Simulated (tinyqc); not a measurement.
Inside a calculation. Method: Pariser-Parr-Pople SCF with singles CI, for the molecule c1ccsc1 (SMILES; centres numbered as the heavy atoms are written). One step of it, computed by the program tinyqc.

Question. Iteration 2: orbitals and new P. Diagonalise F (the basis is taken as orthonormal) and form P = 2 sum c c over the lowest orbitals.

F (eV), lower triangle:
```
           1C         2C         3C         4S         5C
1C  -5.037211
2C  -4.876340  -5.036905
3C   0.380084  -5.044584  -6.817189
4S   0.807884   0.807492  -4.353501  -8.560304
5C  -5.043718   0.379987   0.942336  -4.353855  -6.818132
```

pi electrons, sum of z_r less the charge = 6

Give: orbital energies; P after iteration 2.

Answer.

orbital energies (eV): -14.724  -10.583  -10.508  0.884  2.662

P after iteration 2, lower triangle:
```
        1C      2C      3C     4S     5C
1C   1.067
2C   0.641   1.067
3C  -0.122   0.697   1.221
4S  -0.290  -0.290   0.571  1.424
5C   0.697  -0.122  -0.353  0.571  1.221
```
